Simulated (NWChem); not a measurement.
# One shape, several levels: C2H5N (ethanimine)

Wanted: a comparison of 6 runs (TDA-CAM-B3LYP/DGauss-DZVP, TDA-CAM-B3LYP/MIDI!, TDA-CAM-B3LYP/MINI, TDA-CAM-B3LYP/SBKJC-VDZ, TDA-CAM-B3LYP/jorge-DZP, TDA-CAM-B3LYP/LANL2DZ) of C2H5N (ethanimine). 

The calculation is run with NWChem 7.3.0.

**1. The structure to begin with**

C2H5N: 8 atoms, total charge 0, spin state singlet. SMILES: `[H]/N=C\C`. The coordinates come from a PBE0-D4/def2-TZVP relaxation.

Bond lengths: C1–C2 1.493 Å, C2–N3 1.263 Å, C1–H4 1.094 Å, C1–H5 1.092 Å, C1–H6 1.094 Å, C2–H7 1.095 Å, N3–H8 1.023 Å. Angles: C1–C2–N3 127.9°, C1–C2–H7 115.5°, N3–C2–H7 116.6°, C2–C1–H4 110.3°, C2–C1–H5 111.6°, C2–C1–H6 110.3°, C2–N3–H8 110.6°, H4–C1–H5 109.0°, H4–C1–H6 106.6°, H5–C1–H6 108.9°.

**2. The vertical excitations at TDA-CAM-B3LYP/DGauss-DZVP (run 1)**

File c2h5n.nw:

```
start c2h5n
title "C2H5N"
memory stack 880 mb heap 220 mb global 1100 mb

geometry noautosym nocenter noautoz
   C    -0.471200    0.591900   -0.316000
   C     0.663100   -0.171000    0.284300
   N     0.697800   -1.395000    0.593600
   H    -0.168400    1.032800   -1.270700
   H    -1.342300   -0.045400   -0.480200
   H    -0.756700    1.422800    0.336400
   H     1.571900    0.409700    0.476500
   H    -0.194200   -1.845700    0.376100
end

basis spherical bse
   * library DGauss-DZVP
end

dft
   xc xcamb88 1.00 lyp 0.81 vwn_5 0.19 hfexch 1.00
   cam 0.33 cam_alpha 0.19 cam_beta 0.46
   mult 1
   grid fine
   convergence energy 1e-08
   direct
   maxiter 100
   mulliken
   print low
end

tddft
   cis
   nroots 4
   notriplet
end

task tddft energy
```

The run is started by

```console
$ nwchem c2h5n.nw > c2h5n.out
```

What it wrote:

```text
[...]
 d= 0,ls=0.0,diis     1   -133.8361658206 -2.05D+02  1.80D-02  4.03D-01     1.4
[...]
 d= 0,ls=0.0,diis     8   -133.8905922957  5.76D-10  5.61D-06  2.35D-07     9.6
         Total DFT energy =     -133.890592295665
      One electron energy =     -320.128665020126
           Coulomb energy =      134.532635135681
    Exchange-Corr. energy =      -19.454251554828
 Nuclear repulsion energy =       71.159689143608
[...]
         Spin multiplicity :       1
[...]
              XC Information
              --------------
              Hartree-Fock (Exact) Exchange   1.00
            CAM-Becke88 Exchange Functional   1.00
               VWN V Correlation Functional   0.19 local
       Lee-Yang-Parr Correlation Functional   0.81
           Alpha           :  0.19
           Beta            :  0.46
           Gamma           :  0.33
[...]
         Wavefunction type : Restricted singlets
          No. of electrons :      24
[...]
  Root   1 singlet a              0.207855894 a.u.                5.6560 eV
[...]
     Dipole Oscillator Strength                    0.0063408382
[...]
     Total Oscillator Strength                     0.0063434709
[...]
  Root   2 singlet a              0.331261473 a.u.                9.0141 eV
[...]
  Root   3 singlet a              0.337932507 a.u.                9.1956 eV
[...]
     Dipole Oscillator Strength                    0.0001356380
[...]
     Total Oscillator Strength                     0.0001397029
[...]
  Root   4 singlet a              0.338899870 a.u.                9.2219 eV
[...]
     Dipole Oscillator Strength                    0.3024315653
[...]
     Total Oscillator Strength                     0.3024328459
[...]
```

It took 62 s on 1 thread of Intel Xeon Platinum 8488C (Sapphire Rapids), shared host; peak memory 0.11 GiB.

The roots found:

```
excited state  energy (eV)  strength      label
            1        5.656    0.0063  singlet a
            2        9.014    0.0868  singlet a
            3        9.196    0.0001  singlet a
            4        9.222    0.3024  singlet a
```

**3. The excited states at TDA-CAM-B3LYP/MIDI! (run 2)**

File input.nw:

```
start input
title "C2H5N"
memory total 2200 mb

geometry units angstrom noautosym nocenter noautoz
   C       -0.471200       0.591900      -0.316000
   C        0.663100      -0.171000       0.284300
   N        0.697800      -1.395000       0.593600
   H       -0.168400       1.032800      -1.270700
   H       -1.342300      -0.045400      -0.480200
   H       -0.756700       1.422800       0.336400
   H        1.571900       0.409700       0.476500
   H       -0.194200      -1.845700       0.376100
end

basis spherical bse
   * library "MIDI!"
end

dft
   xc xcamb88 1.00 lyp 0.81 vwn_5 0.19 hfexch 1.00
   cam 0.33 cam_alpha 0.19 cam_beta 0.46
   grid fine
   convergence energy 1e-08
   direct
   maxiter 100
   mulliken
   print low
end

tddft
   cis
   nroots 4
   notriplet
end

task tddft energy
```

The run is started by

```console
$ nwchem input.nw > input.out
```

What it wrote:

```text
[...]
 d= 0,ls=0.0,diis     1   -133.0365580734 -2.04D+02  2.00D-02  4.39D-01     0.8
[...]
 d= 0,ls=0.0,diis     8   -133.0944592468 -9.22D-10  7.54D-06  2.81D-07     5.4
         Total DFT energy =     -133.094459246787
      One electron energy =     -319.250021944188
           Coulomb energy =      134.417735793625
    Exchange-Corr. energy =      -19.421862239831
 Nuclear repulsion energy =       71.159689143608
[...]
         Spin multiplicity :       1
[...]
              XC Information
              --------------
              Hartree-Fock (Exact) Exchange   1.00
            CAM-Becke88 Exchange Functional   1.00
               VWN V Correlation Functional   0.19 local
       Lee-Yang-Parr Correlation Functional   0.81
           Alpha           :  0.19
           Beta            :  0.46
           Gamma           :  0.33
[...]
         Wavefunction type : Restricted singlets
          No. of electrons :      24
[...]
  Root   1 singlet a              0.212820108 a.u.                5.7911 eV
[...]
     Dipole Oscillator Strength                    0.0057588990
[...]
     Total Oscillator Strength                     0.0057617953
[...]
  Root   2 singlet a              0.323865457 a.u.                8.8128 eV
[...]
  Root   3 singlet a              0.348424819 a.u.                9.4811 eV
[...]
     Dipole Oscillator Strength                    0.0542217865
[...]
     Total Oscillator Strength                     0.0542220112
[...]
  Root   4 singlet a              0.349093984 a.u.                9.4993 eV
[...]
     Dipole Oscillator Strength                    0.0002903050
[...]
     Total Oscillator Strength                     0.0002945011
[...]
```

Run time: 40 s. Hardware: 1 thread of Intel Xeon Platinum 8488C (Sapphire Rapids), shared host; peak memory 0.11 GiB.

The roots found:

```
excited state  energy (eV)  strength      label
            1        5.791    0.0058  singlet a
            2        8.813    0.1010  singlet a
            3        9.481    0.0542  singlet a
            4        9.499    0.0003  singlet a
```

Runs 3 to 5 aren't shown in full; the table further down has their settings and results.

**4. The vertical excitations at TDA-CAM-B3LYP/LANL2DZ (run 6)**

File run.nw:

```
START run
TITLE "C2H5N CAM-B3LYP"
memory stack 880 mb heap 220 mb global 1100 mb
charge 0

GEOMETRY noautosym nocenter noautoz
  C    -0.471200    0.591900   -0.316000
  C     0.663100   -0.171000    0.284300
  N     0.697800   -1.395000    0.593600
  H    -0.168400    1.032800   -1.270700
  H    -1.342300   -0.045400   -0.480200
  H    -0.756700    1.422800    0.336400
  H     1.571900    0.409700    0.476500
  H    -0.194200   -1.845700    0.376100
END

BASIS spherical bse
  * library LANL2DZ
END

DFT
  xc xcamb88 1.00 lyp 0.81 vwn_5 0.19 hfexch 1.00
  cam 0.33 cam_alpha 0.19 cam_beta 0.46
  grid fine
  convergence energy 1e-08
  direct
  iterations 100
  mulliken
  noprint "final vectors analysis"
END

TDDFT
  cis
  nroots 4
  notriplet
END

TASK tddft energy
```

The run is started by

```console
$ nwchem run.nw > run.out
```

What it wrote:

```text
[...]
          Wavefunction type:  closed shell.
          No. of atoms     :     8
          No. of electrons :    24
[...]
          Charge           :     0
          Spin multiplicity:     1
[...]
          AO basis - number of functions:    37
[...]
              XC Information
              --------------
                     Hartree-Fock (Exact) Exchange  1.000
                   CAM-Becke88 Exchange Functional  1.000
                      VWN V Correlation Functional  0.190 local
              Lee-Yang-Parr Correlation Functional  0.810
[...]
 d= 0,ls=0.0,diis     1   -133.7840942031 -2.05D+02  3.16D-02  4.26D-01     1.0
[...]
 d= 0,ls=0.0,diis     8   -133.8445946820 -6.33D-09  6.51D-06  1.13D-07     5.9
         Total DFT energy =     -133.844594681993
      One electron energy =     -320.005992349716
           Coulomb energy =      134.514071341737
    Exchange-Corr. energy =      -19.512362817621
 Nuclear repulsion energy =       71.159689143608
[...]
  Root   1 singlet a              0.198722128 a.u.                5.4075 eV
[...]
     Dipole Oscillator Strength                    0.0096671539
[...]
     Total Oscillator Strength                     0.0096705908
[...]
  Root   2 singlet a              0.335194793 a.u.                9.1211 eV
[...]
  Root   3 singlet a              0.339642363 a.u.                9.2421 eV
[...]
     Dipole Oscillator Strength                    0.0001595240
[...]
     Total Oscillator Strength                     0.0001637096
[...]
  Root   4 singlet a              0.346442909 a.u.                9.4272 eV
[...]
     Dipole Oscillator Strength                    0.3244261381
[...]
     Total Oscillator Strength                     0.3244275616
[...]
```

Run time: 37 s. Hardware: 1 thread of Intel Xeon Platinum 8488C (Sapphire Rapids), shared host; peak memory 0.11 GiB.

The roots found:

```
excited state  energy (eV)  strength      label
            1        5.407    0.0097  singlet a
            2        9.121    0.0779  singlet a
            3        9.242    0.0002  singlet a
            4        9.427    0.3244  singlet a
```

**5. All runs side by side**

```
run                                     level  core potential  energy (Eh)  lowest excitation energy (eV)  wall time
  1                 TDA-CAM-B3LYP/DGauss-DZVP               –  -133.890592                           5.66       62 s
  2                       TDA-CAM-B3LYP/MIDI!               –  -133.094459                           5.79       40 s
  3                        TDA-CAM-B3LYP/MINI               –  -132.759532                           5.08       13 s
  4  TDA-CAM-B3LYP/SBKJC-VDZ (core potential)       SBKJC-VDZ   -24.074669                           5.46       29 s
  5                   TDA-CAM-B3LYP/jorge-DZP               –  -133.886640                           5.61    2.5 min
  6                     TDA-CAM-B3LYP/LANL2DZ               –  -133.844595                           5.41       37 s
```

**6. Results**

| quantity | value |
| --- | --- |
| run 6: ground-state or mean-field energy | -133.84459 Eh |
| run 6: dipole moment (of the density that the program reports) | 2.96 D |
| run 6: lowest singlet excitation energy | 5.41 eV |

What this shows: Some runs of one species differ in core potentials or relativity; totals across that change don't compare. In run 3 the basis is minimal, so the values are rough. All runs together took 5.5 min, the longest 2.5 min.
